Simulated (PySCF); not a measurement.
C3H5NO.
Cartesian coordinates in Å at the GFN2-xTB level; atoms count from 1:
```
atom  x, y, z in Å
C1    -1.6249   -0.0633   -0.4473
O2    -0.3710   -0.7119   -0.2298
C3     0.4965   -0.0291    0.4522
N4     0.7717    1.0344    1.0668
C5     1.8317   -0.0414    1.0046
H6    -2.2283   -0.7613   -1.0231
H7    -1.4818    0.8648   -1.0037
H8    -2.1077    0.1608    0.5057
H9     2.0371   -0.5885    1.9155
H10    2.6856    0.1404    0.3652
```

Computed at PBE0/pcSseg-1 (PySCF, non-relativistic), with Q(17O) = −0.0256 b, Q(14N) = 0.02044 b: O2, 17O (I = 5/2): χzz = -10.78 MHz, η = 0.598; N4, 14N (I = 1): χzz = -2.648 MHz, η = 0.561.

Task: Find the zero-field quadrupole resonance frequencies of 17O at O2.

Result: From the eigenvalues of H = χ/[4I(2I − 1)] × [3Iz² − I(I + 1) + η(Ix² − Iy²)], steps between neighbouring levels, labelled as for η = 0: ±1/2↔±3/2 2.153 MHz, ±3/2↔±5/2 3.048 MHz (oxygen bonded to 2 C).

Task: Find the zero-field quadrupole resonance frequencies of 14N at N4.

Result: From ν± = (3/4)|χ|(1 ± η/3) and ν0 = |χ|η/2: ν+ 2.357 MHz, ν− 1.615 MHz, ν0 0.742 MHz (C=N nitrogen).

In a crystal, neighbours and librations shift these lines. One conformer (not necessarily the lowest) at the GFN2-xTB geometry, without solvent, vibrations or thermal averaging. GFN2-xTB bond lengths can be off by several hundredths of an ångström, more for odd bonds, and the gradients follow them. With a basis this small, the couplings can be 20 % off.

The run behind these numbers computed NMR shieldings as well. The run took 7.1 s of wall time on Arm Neoverse V1, one thread, no GPU, shared host with 32 logical CPUs at a one-minute load of 20, and the process peaked at 0.50 GiB of memory.
